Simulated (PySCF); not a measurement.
**A small calculation by hand: oscillator strength and radiative lifetime**

CH₃O, SMILES C=[OH+], charge +1.

Geometry: B3LYP-D3(BJ)/def2-TZVP. The isomer is the one that the SMILES or the coordinates give; other isomers of the formula were not compared.

PySCF with TDA-LC-ωPBE/def2-TZVPD puts the first singlet state with f over 0.02 at 10.93 eV (vertical), with the transition dipole (-0.022, 1.027, 0.000) in atomic units.

Question: Find the oscillator strength, the wavelength and the radiative lifetime that this transition would have in vacuum if emission retraced absorption.

Answer: 
|μ|² = 1.0552 au, so |μ| = 2.61 D. ΔE = 10.93/27.211 = 0.4017 hartree. f = (2/3) ΔE |μ|² = 0.283 (the program prints 0.283).
λ = 1239.84/10.93 = 113 nm; ν = 88156 cm⁻¹.
Einstein's coefficient A = 0.6670 ν² f s⁻¹ (ν in cm⁻¹) = 1.5e9 s⁻¹, so τ = 1/A = 0.68 ns. This state is S3; the lower singlets have f = 0.000, 0.001. The figure is the radiative limit of this one transition; relaxation, internal conversion, crossing to triplets and a medium change what is measured.
